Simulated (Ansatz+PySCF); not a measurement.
Two shapes of doublet C3H5O.

Shape 1:

```xyz
9

C    -1.1295   -0.8721   -0.0001
C    -0.0859    0.1194   -0.0003
C     1.3588   -0.3558   -0.0001
H    -2.1587   -0.5357    0.0011
H    -0.9185   -1.9353   -0.0005
O    -0.3668    1.3195    0.0000
H     2.0212    0.5084   -0.0144
H     1.5677   -0.9579    0.8895
H     1.5616   -0.9840   -0.8727
```

Shape 2:

```xyz
9

C    -1.1084   -0.8791   -0.0001
C    -0.0648    0.1124   -0.0003
C     1.3325   -0.3471   -0.0001
H    -2.1376   -0.5427    0.0011
H    -0.8973   -1.9423   -0.0005
O    -0.3456    1.3125    0.0000
H     1.9949    0.5171   -0.0144
H     1.5413   -0.9492    0.8895
H     1.5353   -0.9753   -0.8727
```

Basis set: cc-pVTZ (spherical functions). Frozen core: 4 orbitals. Correlation on ROHF uses semicanonical orbitals with singles. Charge 0, multiplicity 2.

Computed with Ansatz (development build ahead of 0.2.0); each method stands on the lowest determinant of its kind that the runs found.

Which shape is lower in energy, and by how much in each method?

| method | E(2) − E(1) (eV) |
| --- | --- |
| ROHF | 0.016 |
| UHF | 0.023 |
| ROHF-MP2 | 0.021 |
| UHF-MP2 | 0.013 |

Shape 1 is lower. Caution for UHF, UHF-MP2: the unrestricted determinant is spin contaminated. Caution for ROHF-MP2, UHF-MP2: forces differ strongly between restricted and unrestricted references.
